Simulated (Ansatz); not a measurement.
Steps of a relaxation of C₃H₅ClO, SMILES `C=CC(O)Cl` with RKS PBE-D4/def2-SVP.

```sh
$ ansatz run in.yaml --threads 4 --pin off --events-out ev --progress --plain --max-ram 10444MiB
```

```yaml
crystal:
  periodic: [false, false, false]
  atoms:
    - {symbol: C, position_ang: [-1.068300, -0.760400, -0.971400]}
    - {symbol: C, position_ang: [-0.418500, -0.579800, 0.151000]}
    - {symbol: C, position_ang: [0.329100, 0.603600, 0.635000]}
    - {symbol: O, position_ang: [1.746800, 0.165200, 0.935400]}
    - {symbol: Cl, position_ang: [0.518900, 1.927400, -0.518700]}
    - {symbol: H, position_ang: [-1.203800, 0.091900, -1.721900]}
    - {symbol: H, position_ang: [-1.602600, -1.645700, -1.198200]}
    - {symbol: H, position_ang: [-0.351500, -1.412900, 0.822200]}
    - {symbol: H, position_ang: [-0.082300, 1.005500, 1.610800]}
    - {symbol: H, position_ang: [2.215200, 0.554000, 0.258800]}
basis:
  gaussian: {orbitals: def2-SVP}
hamiltonian: {xc: pbe, dispersion: d4}
relax: {f_tol: 0.03, max_steps: 200}
```

Positions (Å) and forces (eV/Å) along the path, 11 of 11 steps:

```xyz
10
step=1 energy=-17741.5958 eV
C    -1.068   -0.760   -0.971   -0.750    2.460   -2.253
C    -0.418   -0.580    0.151    0.596    0.415    0.689
C     0.329    0.604    0.635    2.497   -0.533    1.298
O     1.747    0.165    0.935   -3.924   -1.313    2.980
Cl    0.519    1.927   -0.519   -0.557    0.681   -0.511
H    -1.204    0.092   -1.722    0.286   -0.845    0.753
H    -1.603   -1.646   -1.198   -0.598   -1.468   -0.285
H    -0.351   -1.413    0.822    0.148   -0.789    0.959
H    -0.082    1.006    1.611    0.145   -0.147   -0.655
H     2.215    0.554    0.259    2.155    1.538   -2.976
10
step=2 energy=-17741.9826 eV
C    -1.127   -0.710   -0.953    0.297    0.460   -1.024
C    -0.411   -0.574    0.167   -0.237   -0.220   -0.091
C     0.374    0.602    0.636    1.191   -0.521    1.118
O     1.737    0.163    0.982   -1.638    0.631   -0.116
Cl    0.397    1.952   -0.536    0.068    0.282   -0.181
H    -1.159    0.103   -1.722   -0.072   -0.291    0.473
H    -1.566   -1.670   -1.254   -0.219   -0.071    0.200
H    -0.359   -1.416    0.867    0.112   -0.187    0.245
H    -0.057    1.012    1.582    0.032   -0.023   -0.202
H     2.254    0.487    0.232    0.465   -0.061   -0.423
10
step=3 energy=-17742.0678 eV
C    -1.045   -0.725   -1.004   -0.672   -0.322    0.234
C    -0.364   -0.592    0.153   -0.441   -0.312   -0.458
C     0.391    0.606    0.651    0.306   -0.462    0.541
O     1.704    0.228    1.028    0.348    0.849   -1.211
Cl    0.378    1.969   -0.533    0.107    0.240   -0.147
H    -1.166    0.124   -1.705    0.179   -0.155    0.078
H    -1.650   -1.652   -1.225    0.652    0.596    0.129
H    -0.322   -1.439    0.869    0.045    0.127   -0.092
H    -0.086    1.019    1.565   -0.107   -0.049    0.013
H     2.244    0.413    0.203   -0.418   -0.511    0.914
10
step=4 energy=-17742.1481 eV
C    -1.083   -0.715   -0.982   -0.090    0.032   -0.010
C    -0.357   -0.602    0.136    0.675    0.217    0.282
C     0.403    0.606    0.668    0.084    0.287   -0.303
O     1.737    0.379    1.038   -0.582   -0.270   -0.359
Cl    0.409    2.024   -0.529   -0.310   -0.090   -0.091
H    -1.205    0.137   -1.660    0.051    0.124   -0.148
H    -1.601   -1.654   -1.229   -0.019   -0.030    0.008
H    -0.261   -1.446    0.840    0.000   -0.138   -0.011
H    -0.193    1.006    1.528    0.608   -0.117    0.051
H     2.235    0.214    0.194   -0.417   -0.015    0.580
10
step=5 energy=-17742.1903 eV
C    -1.087   -0.699   -0.969    0.096   -0.206   -0.275
C    -0.361   -0.590    0.154    0.008    0.033    0.017
C     0.394    0.615    0.666   -0.283   -0.024    0.066
O     1.698    0.314    1.027    0.410    0.192   -0.520
Cl    0.360    2.006   -0.540   -0.059    0.037    0.007
H    -1.139    0.129   -1.697   -0.089   -0.013    0.143
H    -1.589   -1.651   -1.233    0.070    0.204    0.089
H    -0.270   -1.444    0.852   -0.036    0.026   -0.026
H    -0.125    1.016    1.568    0.148   -0.041   -0.066
H     2.202    0.253    0.175   -0.265   -0.208    0.565
10
step=6 energy=-17742.2444 eV
C    -1.049   -0.707   -0.989    0.106    0.085    0.036
C    -0.364   -0.561    0.156    0.003   -0.135   -0.111
C     0.382    0.642    0.660    0.091    0.258    0.246
O     1.699    0.359    0.997    0.182   -0.058   -0.415
Cl    0.269    2.068   -0.505   -0.017   -0.008   -0.083
H    -1.155    0.128   -1.701    0.029   -0.005    0.027
H    -1.512   -1.671   -1.249   -0.055   -0.003    0.021
H    -0.270   -1.403    0.864   -0.010   -0.081   -0.011
H    -0.076    1.037    1.591   -0.080   -0.068   -0.024
H     2.160    0.058    0.177   -0.249    0.014    0.313
10
step=7 energy=-17742.2529 eV
C    -1.064   -0.700   -0.981    0.102    0.060   -0.103
C    -0.316   -0.572    0.125    0.005    0.163    0.185
C     0.392    0.659    0.649   -0.022   -0.118    0.166
O     1.704    0.397    1.023   -0.280    0.173    0.067
Cl    0.273    2.069   -0.532    0.012    0.023   -0.087
H    -1.199    0.145   -1.677   -0.017    0.003    0.057
H    -1.541   -1.659   -1.232    0.001   -0.007    0.002
H    -0.189   -1.426    0.814    0.008   -0.062    0.003
H    -0.108    1.045    1.562   -0.054   -0.043   -0.038
H     2.130   -0.009    0.251    0.244   -0.193   -0.252
10
step=8 energy=-17742.2607 eV
C    -1.035   -0.696   -0.985   -0.054    0.056    0.041
C    -0.329   -0.564    0.148    0.024   -0.030   -0.009
C     0.381    0.662    0.660    0.069   -0.037    0.020
O     1.700    0.402    0.998    0.046   -0.074   -0.196
Cl    0.242    2.061   -0.542    0.005    0.060    0.013
H    -1.174    0.157   -1.669    0.017   -0.017    0.019
H    -1.515   -1.652   -1.241    0.027   -0.042   -0.036
H    -0.195   -1.425    0.827   -0.039   -0.022    0.025
H    -0.102    1.049    1.581   -0.029    0.023   -0.029
H     2.110   -0.047    0.226   -0.067    0.082    0.152
10
step=9 energy=-17742.2614 eV
C    -1.030   -0.696   -0.982   -0.040   -0.038   -0.036
C    -0.337   -0.563    0.158    0.002    0.039   -0.008
C     0.380    0.664    0.660    0.009   -0.052   -0.021
O     1.702    0.401    0.971    0.010    0.109    0.234
Cl    0.228    2.078   -0.530   -0.018   -0.022    0.014
H    -1.161    0.156   -1.666    0.029    0.005   -0.013
H    -1.488   -1.659   -1.255   -0.017    0.008    0.011
H    -0.224   -1.419    0.848    0.018   -0.003   -0.003
H    -0.092    1.051    1.586    0.012    0.022   -0.005
H     2.106   -0.063    0.214   -0.005   -0.069   -0.172
10
step=10 energy=-17742.2622 eV
C    -1.022   -0.699   -0.983   -0.006   -0.035   -0.024
C    -0.344   -0.560    0.165    0.002    0.036    0.009
C     0.380    0.665    0.665   -0.020   -0.029   -0.036
O     1.704    0.396    0.957   -0.004    0.083    0.194
Cl    0.219    2.087   -0.515   -0.028   -0.035    0.003
H    -1.136    0.147   -1.676    0.016    0.027   -0.028
H    -1.478   -1.663   -1.257   -0.027    0.003    0.015
H    -0.245   -1.411    0.864    0.017    0.001   -0.011
H    -0.083    1.050    1.596    0.016    0.017    0.018
H     2.087   -0.064    0.187    0.035   -0.068   -0.140
10
step=11 energy=-17742.2632 eV
C    -1.022   -0.699   -0.984    0.027   -0.014   -0.012
C    -0.345   -0.560    0.165   -0.017   -0.005    0.006
C     0.380    0.662    0.667    0.014    0.005   -0.013
O     1.707    0.397    0.960    0.006    0.003    0.000
Cl    0.210    2.081   -0.514    0.004    0.004   -0.002
H    -1.120    0.144   -1.686   -0.013    0.007    0.008
H    -1.490   -1.658   -1.252   -0.005    0.001    0.003
H    -0.248   -1.411    0.865   -0.006   -0.002   -0.003
H    -0.080    1.048    1.600    0.002   -0.004    0.005
H     2.090   -0.055    0.181   -0.012    0.006    0.007
```

It took 9 s on 4 threads of an Intel Xeon on a shared host, with 0.16 GiB of host memory at the peak.
